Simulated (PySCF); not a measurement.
Molecule: SMILES N#CCCCC, C$_{5}$H$_{9}$N.

Geometry (Å), atoms numbered from 1 in this order:
```xyz
15

C    -2.192    0.261    0.392
C    -0.929   -0.413   -0.118
C     0.344    0.294    0.326
C     1.606   -0.401   -0.188
C     2.836    0.264    0.224
N     3.802    0.805    0.561
H    -2.262    1.301    0.034
H    -3.095   -0.268    0.055
H    -2.213    0.290    1.493
H    -0.951   -0.460   -1.222
H    -0.901   -1.462    0.226
H     0.381    0.346    1.427
H     0.336    1.338   -0.029
H     1.596   -0.450   -1.290
H     1.643   -1.444    0.169
```

Geometry PBE0-D3(BJ)/def2-SVP throughout; GIAO in PySCF, gas phase, one conformer, non-relativistic; equivalent atoms averaged; basis pcSseg-1.

Q: How do the shifts δ (against TMS, NH3 at the same level) depend on the functional? (a selection of nuclei; ppm; last column core-seconds on shared hosts with different chips, so compare them loosely)

A: 
```tsv
functional	kind	C5	C3	C2	C4	C1	N6	H14/H15	H12/H13	H7/H8/H9	core-s
HF	Hartree–Fock	130.0	28.6	23.4	15.7	15.6	310.5	1.81	1.32	1.12	5.4
LDA	LDA	125.3	33.7	27.9	19.1	14.9	315.3	2.02	1.47	1.05	16
PBE	GGA	119.8	34.1	28.8	20.1	16.4	299.1	1.99	1.44	1.06	19
BLYP	GGA	118.6	35.9	30.3	20.5	17.2	300.2	1.98	1.45	1.09	19
BP86	GGA	119.6	33.8	28.5	20.1	16.5	296.2	1.99	1.45	1.07	19
OPBE	GGA	116.6	31.7	27.2	20.0	16.4	284.6	1.99	1.45	1.04	19
KT2	GGA	111.7	33.8	28.3	20.1	16.4	280.3	2.03	1.43	1.07	20
KT3	GGA	110.6	33.8	28.8	20.6	17.0	276.0	2.01	1.44	1.07	20
B97-D	GGA	116.2	34.0	29.0	20.1	17.1	285.3	2.00	1.46	1.10	20
B3LYP	global hybrid	122.5	33.9	28.3	19.5	16.6	304.2	1.93	1.42	1.08	14
PBE0	global hybrid	124.2	31.9	26.6	18.9	16.0	303.0	1.92	1.40	1.06	20
mPW1PW91	global hybrid	124.0	31.8	26.5	19.0	16.1	302.2	1.92	1.40	1.06	14
WP04	global hybrid	119.6	33.0	28.2	21.2	17.5	287.4	1.93	1.40	1.03	20
B97-2	global hybrid	121.3	32.0	26.9	19.2	16.4	293.5	1.93	1.41	1.07	19
BHandHLYP	global hybrid	126.6	31.7	26.2	18.0	16.0	308.8	1.88	1.38	1.09	19
CAM-B3LYP	range-separated hybrid	125.8	32.5	26.7	18.5	15.8	308.2	1.87	1.40	1.08	25
wB97X-D	range-separated hybrid	125.3	31.4	25.8	18.7	15.9	301.1	1.87	1.38	1.06	25
LC-wPBE	range-separated hybrid	129.2	29.1	23.8	17.6	14.9	302.9	1.79	1.35	1.04	33
```

Q: Which nucleus among those listed moves most, in ppm?

A: N6 (nitrile nitrogen): from 276.0 ppm with KT3 to 315.3 ppm with LDA. The smallest spread is 0.09 ppm, at H7/H8/H9. Proton shifts span only some 12 ppm, so a few tenths of a ppm matter as much there as several ppm in carbon.
